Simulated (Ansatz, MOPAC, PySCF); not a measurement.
Bond stretch in LiH, singlet.

Methods: RMP2/3-21G = restricted MP2 (frozen core)/3-21G run with PySCF 2.14.0; AM1, restricted, heats of formation (MOPAC); UMP2/3-21G = unrestricted MP2 (frozen core)/3-21G run with PySCF; FCI = Ansatz (a quantum-chemistry and plane-wave program) with full CI/aug-cc-pVQZ, frozen core.

Energies relative to the lowest point of each curve near equilibrium, in kcal/mol; the last columns give the difference from FCI:

| R / Å | RMP2/3-21G | AM1 | UMP2/3-21G | FCI | RMP2/3-21G − FCI | AM1 − FCI | UMP2/3-21G − FCI |
|---|---|---|---|---|---|---|---|
| 1.22 | 22.0 | 29.6 | 22.0 | 17.9 | 4.0 | 11.6 | 4.0 |
| 1.26 | 17.2 | 22.4 | 17.2 | 13.6 | 3.5 | 8.8 | 3.5 |
| 1.35 | 9.1 | 10.7 | 9.1 | 6.6 | 2.5 | 4.1 | 2.5 |
| 1.45 | 3.6 | 3.3 | 3.6 | 2.2 | 1.4 | 1.1 | 1.4 |
| 1.51 | 1.7 | 1.1 | 1.7 | 0.8 | 0.9 | 0.3 | 0.9 |
| 1.53 | 1.2 | 0.6 | 1.2 | 0.5 | 0.7 | 0.1 | 0.7 |
| 1.60 | 0.2 | 0.0 | 0.2 | 0.0 | 0.2 | 0.0 | 0.2 |
| 1.67 | 0.0 | 0.7 | 0.0 | 0.3 | -0.3 | 0.4 | -0.3 |
| 1.69 | 0.1 | 1.1 | 0.1 | 0.4 | -0.4 | 0.7 | -0.4 |
| 1.73 | 0.4 | 2.1 | 0.4 | 0.9 | -0.5 | 1.2 | -0.5 |
| 1.86 | 2.5 | 7.1 | 2.5 | 3.4 | -1.0 | 3.6 | -1.0 |
| 1.99 | 5.8 | 13.7 | 5.8 | 6.9 | -1.2 | 6.8 | -1.2 |
| 2.13 | 10.1 | 21.8 | 10.1 | 11.2 | -1.1 | 10.6 | -1.1 |
| 2.44 | 21.1 | 40.4 | 24.5 | 21.5 | -0.4 | 19.0 | 3.0 |
| 2.61 | 27.3 | 50.0 | 29.5 | 26.9 | 0.4 | 23.1 | 2.6 |
| 2.91 | 37.8 | 64.8 | 34.7 | 35.6 | 2.1 | 29.2 | -0.9 |
| 3.21 | 47.2 | 76.9 | 37.3 | 42.8 | 4.4 | 34.0 | -5.5 |
| 3.53 | 55.9 | 87.0 | 38.7 | 48.6 | 7.3 | 38.3 | -9.9 |
| 3.94 | 64.8 | 96.6 | 39.6 | 53.3 | 11.6 | 43.4 | -13.7 |
| 4.32 | 70.7 | 103.3 | 40.0 | 55.5 | 15.3 | 47.8 | -15.5 |
| 4.79 | 74.7 | 109.3 | 40.3 | 56.7 | 18.1 | 52.6 | -16.4 |
| 5.50 | 73.8 | 115.6 | 40.5 | 57.2 | 16.6 | 58.3 | -16.8 |
| 6.39 | 63.1 | 120.8 | 40.6 | 57.4 | 5.7 | 63.4 | -16.8 |

RMP2/3-21G is furthest from FCI at 4.79 (18.1 kcal/mol, above); its mean absolute difference over the points is 4.3 kcal/mol.

AM1 is furthest from FCI at 6.39 (63.4 kcal/mol, above); its mean absolute difference over the points is 19.9 kcal/mol.

UMP2/3-21G is furthest from FCI at 6.39 (-16.8 kcal/mol, below); its mean absolute difference over the points is 5.2 kcal/mol.

The restricted form behind RMP2/3-21G, AM1 keeps the bonding electrons paired and can't separate into open-shell fragments. The unrestricted determinant behind UMP2/3-21G is spin-contaminated at 2.44 to 6.39 Å (<S²> up to 1.0, against 0.00 for a pure singlet).
